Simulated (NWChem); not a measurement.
**Total energies of P**

SMILES: [P]
```xyz
1

P      0.0000     0.0000     0.0000
```
Charge 0, spin multiplicity 4.

Program: NWChem.

Basis set: cc-pVDZ (18 functions).

```tsv
method	total energy (Ha)
UHF	-340.70905
UMP2	-340.77256
UB2PLYP	-341.13493
UPBE	-341.09848
UB3LYP	-341.27644
UM06-2X	-341.23349
```

Total energies of different functionals aren't comparable as a measure of quality: only differences taken within one method are. 

The correlated methods keep 5 core orbitals frozen. B3LYP has NWChem's definition, with VWN1-RPA local correlation. The stability of the SCF solutions was not checked. Open-shell Hartree-Fock references start from PBE0 orbitals.
